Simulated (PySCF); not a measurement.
# Working out the ionisation energy of Si

Si [Ne] 3s2 3p2 (3P) → Si⁺ [Ne] 3s2 3p1 (2P). Calculation: PySCF 2.14, in aug-cc-pVDZ-DK (5s4p2d, 27 functions); the spin-free X2C one-electron Hamiltonian (Gaussian nucleus). Frozen: [Ne]. Energies in hartree (1 hartree = 27.21139 eV):

```json
{"part": "UHF", "Si (lower)": "-289.452928", "Si⁺ (upper)": "-289.172159"}
{"part": "CCSD correlation", "Si (lower)": "-0.065980", "Si⁺ (upper)": "-0.053443"}
{"part": "(T)", "Si (lower)": "-0.001281", "Si⁺ (upper)": "-0.000678"}
```

Question: What does Hartree-Fock give?

Answer: (-289.172159) − (-289.452928) = 0.280769 hartree = 7.640 eV.

Question: What do CCSD and CCSD(T) give?

Answer: The CCSD correlation energies differ by 0.012537 hartree = 0.341 eV and the triples by 0.000603 hartree = 0.016 eV, so CCSD gives 7.981 eV and CCSD(T) 7.997 eV.

Measured between the centres of the two terms (NIST): 8.157 eV, so CCSD(T) (valence) is off by -0.160 eV.

A double-zeta basis recovers only part of the correlation energy.

What remains against the reference includes basis incompleteness, the frozen core and higher excitations.
